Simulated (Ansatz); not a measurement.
## Lattice parameter a of some phosphides, arsenides and antimonides, all zinc-blende

Method: rVV10 (Ansatz, a first-principles code, plane waves, PAW). References are measured values corrected to a static lattice.

Values in Å.

```
solid             reference  rVV10  error (%)
----------------  ---------  -----  ---------
zinc-blende GaAs       5.64  5.779      +2.46
zinc-blende AlAs      5.649  5.751      +1.81
zinc-blende InAs      6.047  6.216      +2.79
zinc-blende GaP       5.439      ?          ?
zinc-blende InSb      6.468  6.655      +2.89
zinc-blende AlP       5.451  5.516      +1.19
zinc-blende BP        4.525  4.565      +0.88
zinc-blende InP       5.858  5.980      +2.08
```

### Question
Estimate the withheld rVV10 value.

### Answer
The errors of the other rows run from +0.88 % to +2.89 %, with a median of +2.08 %; carried to the reference 5.439 it gives 5.552 Å. The run gives 5.525 Å (+1.58 %), -0.49 % from the estimate; the row was drawn at random, and such an estimate is rough. Over these 8 solids the mean error is +1.96 %, the mean absolute error 1.96 % (median 1.94 %), and the worst case zinc-blende InSb at +2.89 %; the value is above the reference in 8 of 8 cases.

All these references are brought to a static lattice.

Spin–orbit coupling is left out, also for the solids with elements from indium on (zinc-blende InAs, zinc-blende InSb, zinc-blende InP); its size isn't shown.

Differences are worked out from the printed values.

Caveats: the gap of the solid is closed in this run (zinc-blende GaAs, zinc-blende InAs, zinc-blende InSb). Ansatz's density-functional and Hartree–Fock values are scalar-relativistic unless marked +SOC, with PAW data made under PBE.

Not in this set, of the phosphides, arsenides and antimonides with a reference value in our tables and a result at some level: 12 for a reference at room or unstated temperature. These can be a level's best or worst cases. At least 3 more with a reference value are held back for tests. Solids without a released value at any level aren't counted. Layered and molecular crystals are counted apart.

References as tabulated in Mejia-Rodriguez and Trickey (2018), arXiv:1807.09216.
